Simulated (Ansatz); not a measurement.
Born–Oppenheimer molecular dynamics of C$_{2}$H$_{4}$OS (8 atoms, charge 0, multiplicity 1). It starts at the highest image of a converged band. Of that band: A vibrational analysis at the climbing image gives 2 clearly imaginary modes (1461i, 46i cm⁻¹): a point of higher order, so a lower path passes nearby.

These are results of Ansatz 0.2.0, RKS PBE-D4/cc-pVDZ, not measurements.

* ensemble: NVE (velocity Verlet)
* time step: 0.5 fs
* steps asked: 200
* starting velocities drawn for: 100 K
* seed: 11157

First frame:

```xyz
8
Properties=species:S:1:pos:R:3
C 0.159 1.013 -0.052
C -0.031 -0.470 0.018
O 0.124 -1.119 1.113
S -0.497 -1.529 -1.259
H 1.015 1.305 0.586
H -0.746 1.504 0.365
H 0.306 1.368 -1.086
H -0.239 -2.129 0.259
```

Task: How far do the bonds stretch over the last three quarters of this one trajectory? (Pairs bonded in most of those frames.)

Result: 
```tsv
bond	mean (Å)	spread (Å)	shortest	longest
C1–C2	1.515	0.066	1.40	1.62
C1–H5	1.110	0.009	1.10	1.12
C1–H6	1.112	0.022	1.08	1.15
C1–H7	1.102	0.011	1.08	1.12
C2–O3	1.358	0.036	1.29	1.42
C2–S4	1.669	0.045	1.60	1.75
O3–H8	1.032	0.095	0.88	1.16
```

Mean temperature of the second half: 622 K. The conserved energy stayed within 1 meV per atom of its start (net change -0.17 meV per atom), so the integration is sound. The system heated up, since it started high on the potential surface and ran downhill. A run of 0.1 ps of so small a system gives no equilibrium averages. The orbitals stay closed-shell, which can raise the energy where a bond breaks towards radicals; this wasn't checked here.

The run took 3.8 min on 1 thread of Intel(R) Xeon(R) 6975P-C (Granite Rapids), on a shared host, peak memory 0.13 GiB.
